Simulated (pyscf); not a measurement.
PySCF, gas phase, ωB97X-D3(BJ)/def2-SVP geometries.

### Question
For the elementary gas-phase step H₃C–In(CH₃)–F + hydrogen (H₂) → H₃C–InH–CH₃ + hydrogen fluoride (HF) (singlet surface; F–In, H–H broken, H–In, F–H formed), what barrier and reaction energy does ωB97M-D3(BJ)/def2-TZVP give, measured from the separated reactants?

### Answer
ΔE‡ = 18.6 kcal/mol, ΔE = +17.9 kcal/mol. Zero-point energy shifts the barrier by +2.2 kcal/mol. It is a four-centre exchange, with an imaginary mode of 929i cm⁻¹. On the product side the descent ends in a complex, 7.5 kcal/mol under the separated species and 6.5 kcal/mol under the saddle at ωB97X-D3(BJ)/def2-TZVP. At the saddle there is also a short H–In contact that neither side keeps. One saddle was located; it need not be the lowest between these sides. Elements past Kr carry the def2 core potentials, without spin-orbit coupling.
